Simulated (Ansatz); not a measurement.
**AlO+ (triplet): from Hartree-Fock to the top rungs, cc-pVTZ**

An exercise on one series of results from a longer session: the logs are not shown, and one member is left open.

Computed with Ansatz 0.2.0, Gaussian basis. Level: cc-pVTZ, core rule «outside noble gas», up to 6 orbitals frozen.

Plan: UHF; CCSD(T) on ROHF; CCSD(T) on UHF; BCCD(T) on ROHF; CISD; CCSDT(Q) on ROHF; CCSDT(Q) on UHF.

13 further runs of the same task are left out: 4 for a known fault of the program, 3 that didn't finish, 6 set aside as unsound or not needed.

**The system**

The geometry is a PBE0/def2-TZVP stationary point (not a proven minimum).

2 atoms, charge 1, spin multiplicity 3.

Atoms are counted from 1 here; the program's logs count them from 0.

Bond lengths: Al1–O2 1.733 Å.

Coordinates:

| atom | x (Å) | y (Å) | z (Å) |
| --- | --- | --- | --- |
| Al1 | 0.0000 | 0.0000 | 0.0000 |
| O2 | 0.0000 | 0.0000 | 1.7329 |

Set-up of the first run:

The input, in.yaml:

```yaml
crystal:
  periodic: [false, false, false]
  atoms:
    - {symbol: Al, position_ang: [0.000000, 0.000000, 0.000000]}
    - {symbol: O, position_ang: [0.000000, 0.000000, 1.732900]}
basis:
  gaussian: {orbitals: cc-pVTZ}
total_charge: 1
magnetization: {spin_polarized: true, initial_magnetization: 2}
hamiltonian: {xc: hf}
output: {orbitals: {seedname: orbitals}}
```

Command:

```bash
> ansatz run in.yaml --threads 1 --pin off --events-out ev --progress --plain --max-ram 2393MiB
```

Steps of the session up to this table: UHF; CCSD(T) on ROHF; CCSD(T) on UHF; BCCD(T) on ROHF; CISD; CCSDT(Q) on ROHF; CCSDT(Q) on UHF.

One table of the session follows, with a row left open; its other results are not shown here.

| method | from UCCSDT(Q) (kJ/mol) |
| --- | --- |
| ROHF | +636.2 |
| UHF | +619.4 |
| RMP2 | +59.9 |
| UMP2 | +60.5 |
| CISD | +49.0 |
| RCCSD | +26.1 |
| UCCSD | +25.3 |
| RCCSD(T) | +3.4 |
| UCCSD(T) | +3.3 |
| BCCD(T) | +3.6 |
| RCCSDT | ? |
| UCCSDT | +1.3 |
| RCCSDT(Q) | +0.7 |
| UCCSDT(Q) | 0 |

**Question.** Estimate the row for RCCSDT.

As computed: from UCCSDT(Q) (kJ/mol): +1.5. In the column «from UCCSDT(Q) (kJ/mol)» it lies between UCCSDT (+1.3) and UCCSD(T) (+3.3).

Limits of these values: Restricted and unrestricted rows rest on different reference determinants; where their highest levels disagree by more than a few hundredths of an eV, they describe different states and don't form one ladder.
